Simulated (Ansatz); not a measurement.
**[H···H···GeH$_{3}$], doublet: reading a ladder of total energies**

Geometry: a point of a hydrogen-transfer path between rigid fragments, not a stationary point.

```yaml
atoms:
  - { symbol: H, position_ang: [-2.8302, 0.0000, 0.0000] }
  - { symbol: H, position_ang: [-1.4912, 0.0000, 0.0000] }
  - { symbol: Ge, position_ang: [0.0388, 0.0000, 0.0000] }
  - { symbol: H, position_ang: [0.5075, -1.4659, 0.0000] }
  - { symbol: H, position_ang: [0.5075, 0.7330, -1.2695] }
  - { symbol: H, position_ang: [0.5075, 0.7330, 1.2695] }
```

Basis cc-pVDZ; Ansatz 0.2.0. Only valence electrons are correlated (noble-gas cores and the filled d shells of p-block atoms frozen), which leaves 9 electrons in 38 orbitals. Prefix R: restricted or restricted open-shell reference. No spin–orbit coupling is included, and no scalar relativity.

Full CI isn't at hand for all of this; RCCSDTQ serves as the reference, and is uncertain by about the last step of the cluster series.

Runs differ by some tens of microhartree through their thresholds and, for an open shell, their frozen cores, so steps under 0.03 kcal/mol mean nothing.

```
    level  total energy (hartree)
      RHF            -2078.124216
     RMP2            -2078.243465
    RCCSD            -2078.275456
 RCCSD(T)            -2078.278149
   RCCSDT            -2078.278794
RCCSDT(Q)            -2078.278865
  RCCSDTQ            -2078.278882
```

**Question.** What is the correlation energy at RCCSDTQ, and what share of it do RMP2 and RCCSDT recover?

**Answer.** E(corr) = -2078.278882 − (-2078.124216) = -0.154666 hartree = -4.209 eV. RMP2: -0.119249 / -0.154666 = 77.10 %. RCCSDT: -0.154578 / -0.154666 = 99.94 %.

**Question.** By how many kcal/mol does RCCSD(T) miss RCCSDTQ (1 hartree = 627.509 kcal/mol), and which steps make up the rest?

**Answer.** -2078.278149 − (-2078.278882) = 0.000733 hartree = 0.46 kcal/mol. Steps: RCCSDT − RCCSD(T) = -0.40, RCCSDT(Q) − RCCSDT = -0.04, RCCSDTQ − RCCSDT(Q) = -0.01 kcal/mol. That is within 1 kcal/mol of the reference in this basis, which itself misses far more of the correlation at the basis-set limit.
